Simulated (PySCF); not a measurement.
## Which basis set comes closest?

Molecule: SMILES C=P(C)(C)C, C4H11P.

Geometry:
```csv
atom,x (Å),y (Å),z (Å)
C1,0.657,1.385,1.140
P2,0.121,0.177,0.114
C3,1.181,-0.566,-1.216
C4,-1.328,0.731,-0.839
C5,-0.373,-1.299,1.057
H6,1.362,1.103,1.927
H7,0.756,2.392,0.726
H8,0.664,-1.348,-1.796
H9,2.080,-0.995,-0.748
H10,1.504,0.237,-1.895
H11,-1.045,1.624,-1.415
H12,-2.127,1.008,-0.139
H13,-1.677,-0.046,-1.534
H14,-0.698,-2.115,0.396
H15,0.492,-1.640,1.646
H16,-1.178,-1.023,1.751
```

Geometry PBE0-D3(BJ)/def2-SVP throughout; GIAO in PySCF 2.14.0 with density-fitted response routines, gas phase, one conformer, non-relativistic; equivalent atoms averaged; functional PBE0.

Reference values (measured; solution; E. Pretsch, P. Bühlmann, M. Badertscher, Structure Determination of Organic Compounds, 4th ed., Springer 2009): δ(C3/C4/C5) = 19.7 ppm, δ(C1) = -1.5 ppm. Computed shifts are taken against TMS, calculated as an isolated molecule at each level.

How do the basis sets pcSseg-0, cc-pVDZ, aug-cc-pVDZ, IGLO-III, cc-pVTZ perform against the reference? Times are CPU seconds on 1 thread of an Arm Neoverse V1, shared host.

## Answers


| basis set | functions | C3/C4/C5 | C1 | mean abs. error C | core-s |
| --- | --- | --- | --- | --- | --- |
| pcSseg-0 | 71 | 22.0 | -6.6 | 3.7 | 5.4 |
| cc-pVDZ | 129 | 19.7 | -7.6 | 3.0 | 11 |
| aug-cc-pVDZ | 218 | 21.4 | -6.8 | 3.5 | 25 |
| IGLO-III | 294 | 21.2 | -7.3 | 3.6 | 36 |
| cc-pVTZ | 308 | 20.5 | -8.5 | 3.9 | 40 |

For ¹³C the closest is cc-pVDZ (3.0 ppm) and the furthest cc-pVTZ (3.9 ppm). Where a smaller basis beats a larger one, errors probably cancel. One molecule is a small sample, and vibrational and solvent effects are absent from the calculation.

A small basis that lands close on one nucleus may do so by chance; judge by the trend and by all nuclei.
